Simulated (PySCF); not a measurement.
## Stationary points of SiH3

Method: PBE0 in PySCF with Si def2-TZVP, H def2-TZVP; no relativity; density-fitted integrals.

Relaxations began from a few typed shapes; open shells are unrestricted. The search is not exhaustive: other isomers or separated fragments can lie lower, and high-lying points may rest on an excited occupation.

Which is the lowest minimum found?
A. doublet D3h: Si–H 1.472 Å (×3); H–Si–H 120.0° (×3)
B. doublet C3v: Si–H 1.486 Å (×3); H–Si–H 111.2° (×3)

B. The others lie at 19.9 (doublet D3h, a saddle point) kJ/mol above it.
